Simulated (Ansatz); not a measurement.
Born–Oppenheimer molecular dynamics of ClH + HCN (or HNC) (5 atoms, charge 0, multiplicity 1). It starts from a relaxed structure.

All numbers below come from RKS BLYP-D4/cc-pVDZ in Ansatz.

```
ensemble                      : NVE (velocity Verlet)
time step                     : 0.5 fs
steps asked                   : 250
starting velocities drawn for : 50 K
seed                          : 94819
```

First frame:

```xyz
5
Properties=species:S:1:pos:R:3
Cl -0.189 -0.392 -2.186
H 0.120 0.861 -2.403
C 0.021 -0.162 1.503
N 0.110 0.007 2.657
H -0.061 -0.314 0.429
```

Problem. How far do the bonds stretch over the last three quarters of this one trajectory? (Pairs bonded in most of those frames.)

Solution. 
| bond | mean (Å) | spread (Å) | shortest | longest |
| --- | --- | --- | --- | --- |
| Cl1–H2 | 1.309 | 0.001 | 1.31 | 1.31 |
| C3–N4 | 1.170 | 0.010 | 1.16 | 1.18 |
| C3–H5 | 1.088 | 0.005 | 1.08 | 1.10 |

Mean temperature of the second half: 25 K. The conserved energy stayed within 0.027 meV per atom of its start (net change 0.0098 meV per atom), so the integration is sound. The temperature averaged 0.50 of the 50 K drawn at the start: a run that starts near a minimum puts about half its kinetic energy into the potential. A run of 0.12 ps of so small a system gives no equilibrium averages.

Time of the run: 3.6 min on 1 thread of Arm Neoverse V1, with other jobs on the host, peak memory 0.21 GiB.
